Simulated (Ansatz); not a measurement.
# singlet [N2H3]+: levels of theory compared

Aim: a comparison of 6 runs (HF/STO-3G, BLYP/STO-3G, CAM-B3LYP/STO-3G, SVWN5/STO-3G, revPBE/STO-3G, CCSD/STO-3G) of singlet [N2H3]+. 

Program for the calculation: Ansatz 0.2.0.

34 further runs of the same task are left out: 34 set aside as unsound or not needed.

## (1) The system as given

[N2H3]+ has 5 atoms, charge +1, and is taken as a singlet. SMILES of the parent species: `[NH]N`. Geometry: relaxed at GFN2-xTB. This is one conformer, not always the lowest. That shape belongs to the parent species and isn't relaxed for this state.

Bond lengths: N1–N2 1.335 Å, N1–H3 1.020 Å, N2–H4 1.011 Å, N2–H5 1.017 Å. Angles: N1–N2–H4 112.8°, N1–N2–H5 121.7°, N2–N1–H3 109.8°, H4–N2–H5 116.1°.

## (2) The energy at HF/STO-3G (run 1)

in.yaml reads:

```yaml
crystal:
  periodic: [false, false, false]
  atoms:
    - symbol: "N"
      position_ang: [-0.174970, -0.805480, 0.447260]
    - symbol: "N"
      position_ang: [-0.126270, 0.251970, -0.365880]
    - symbol: H
      position_ang: [0.751750, -0.989150, 0.831090]
    - symbol: H
      position_ang: [-1.043070, 0.577800, -0.638700]
    - symbol: H
      position_ang: [0.592550, 0.964850, -0.273770]
basis:
  gaussian: {orbitals: STO-3G}
hamiltonian: {xc: hf}
total_charge: 1
accuracy: high
```

Run with:

```
$ ansatz run in.yaml --threads 1 --pin off --max-ram 2610MiB --events-out events.jsonl --progress --plain --runs-dir runs
```

Output:

```text
Warning: RAYON_NUM_THREADS=1 ignored (pool sized by the plan → 1); use --threads N
Functional definition: HF
  name "HF"
  exchange = exact_x
  correlation = 0
209 factors; integrals over basis functions are off by at most 1.2e-8 eV
mean field evaluation 1: about -2962.7699 eV, gradient 1.1e1 eV
mean field evaluation 2: about -2962.8365 eV, gradient 1.1e1 eV
mean field evaluation 4: about -2963.3075 eV, gradient 1.6e0 eV
mean field evaluation 8: about -2963.3363 eV, gradient 1.1e-2 eV
mean field -2963.33626638 eV, -108.9005991681 hartree, gradient 5.7e-8 eV, S^2 0.000000; 0 other end points of the search recorded, 0 dependent functions left out
reference -2963.33626638 eV, -108.9005991681 hartree; 8, 8 occupied and 5, 5 virtual orbitals, 209 factors
Total energy: -2963.33626638 eV, -108.9005991681 hartree
```

Wall time 0.06 s (1 thread of Arm Neoverse V1, shared host).

## (3) The energy at BLYP/STO-3G (run 2)

molecule.yaml reads:

```yaml
crystal:
  periodic: [false, false, false]
  atoms:
    - {symbol: N, position_ang: [-0.174970, -0.805480, 0.447260]}
    - {symbol: "N", position_ang: [-0.126270, 0.251970, -0.365880]}
    - {symbol: H, position_ang: [0.751750, -0.989150, 0.831090]}
    - {symbol: H, position_ang: [-1.043070, 0.577800, -0.638700]}
    - {symbol: H, position_ang: [0.592550, 0.964850, -0.273770]}
basis:
  gaussian:
    orbitals: STO-3G
total_charge: 1
magnetization:
  spin_polarized: false
  initial_magnetization: 0
hamiltonian:
  xc: {name: BLYP}
accuracy: high
```

Run with:

```
$ ansatz run molecule.yaml --threads 1 --pin off --max-ram 2610MiB --events-out events.jsonl --progress --plain --runs-dir runs
```

Output:

```text
Warning: RAYON_NUM_THREADS=1 ignored (pool sized by the plan → 1); use --threads N
Functional definition: BLYP
  name "BLYP"
  parameter beta = 0.0042
  parameter a = 0.04918
  parameter b = 0.132
  parameter c = 0.2533
  parameter d = 0.349
  exchange = b88_x(beta = beta)
  correlation = lyp_c(a = a, b = b, c = c, d = d)
209 factors; integrals over basis functions are off by at most 1.2e-8 eV
mean field evaluation 1: about -2977.9495 eV, gradient 1.3e1 eV
mean field evaluation 2: about -2977.8211 eV, gradient 1.6e1 eV
mean field evaluation 4: about -2978.6123 eV, gradient 2.7e-1 eV
mean field evaluation 8: about -2978.5578 eV, gradient 4.2e-2 eV
mean field evaluation 16: about -2978.5578 eV, gradient 9.1e-8 eV
mean field -2978.55782204 eV, -109.4599810210 hartree, gradient 1.5e-8 eV, S^2 0.000000; 0 other end points of the search recorded, 0 dependent functions left out
reference -2978.55785430 eV, -109.4599822064 hartree; 8, 8 occupied and 5, 5 virtual orbitals, 209 factors
Total energy: -2978.55785430 eV, -109.4599822064 hartree
```

It took 0.67 s on 1 thread of Arm Neoverse V1, shared host.

Runs 3 to 5 aren't shown in full; the table further down has their settings and results.

## (4) The energy at CCSD/STO-3G (run 6)

input.yaml reads:

```yaml
crystal:
  periodic: [false, false, false]
  atoms:
    - {symbol: "N", position_ang: [-0.174970, -0.805480, 0.447260]}
    - {symbol: N, position_ang: [-0.126270, 0.251970, -0.365880]}
    - {symbol: H, position_ang: [0.751750, -0.989150, 0.831090]}
    - {symbol: H, position_ang: [-1.043070, 0.577800, -0.638700]}
    - {symbol: H, position_ang: [0.592550, 0.964850, -0.273770]}
basis:
  gaussian:
    orbitals: STO-3G
total_charge: 1
correlation:
  method: ccsd
  frozen_orbitals: {H: 0, "N": 1}
accuracy: high
scf:
  omitted_lower_state_checks: [cluster_reference, increment]
```

Run with:

```
$ ansatz run input.yaml --threads 1 --pin off --max-ram 2610MiB --events-out events.jsonl --progress --plain --runs-dir runs
```

Output:

```text
Warning: RAYON_NUM_THREADS=1 ignored (pool sized by the plan → 1); use --threads N
[... 11 lines left out ...]
2 core orbitals not correlated: weight in the atoms' cores, before any rotation towards them, 1.000 or more for the frozen orbitals, at most 0.000 for the correlated occupied ones
[... 25 lines left out ...]
Total energy: -2967.83856325 eV, -109.0660555262 hartree
Checks for a lower state left out: cluster_reference, increment
```

It took 0.12 s on 1 thread of Arm Neoverse V1, shared host.

## (5) All runs side by side

```tsv
run	level	frozen core orbitals	energy (Eh)	wall time
1	HF/STO-3G	–	-108.900599	0.06 s
2	BLYP/STO-3G	–	-109.459982	0.67 s
3	CAM-B3LYP/STO-3G	–	-109.442405	0.89 s
4	SVWN5/STO-3G	–	-108.591272	0.48 s
5	revPBE/STO-3G	–	-109.494488	0.69 s
6	CCSD/STO-3G	2	-109.066056	0.12 s
```

## (6) Results

| quantity | value |
| --- | --- |
| run 6: total energy | -109.06606 Eh |
| run 6: correlation energy (2 core orbitals frozen) | -165.5 mEh |
| run 6: T1 diagnostic | 0.032 |

**Reading.** Totals of different functionals can't be ranked against each other. In run 6 the T1 diagnostic is large, so a single reference may not serve. In run 6 the log says that unrestricted orbitals would lower the reference, so the values rest on an unstable closed-shell determinant (other closed-shell runs at this shape may share the fault). In runs 1, 2, 3, 4, 5, 6 the basis is minimal, so the values are rough. All runs together took 2.9 s, the longest 0.89 s.
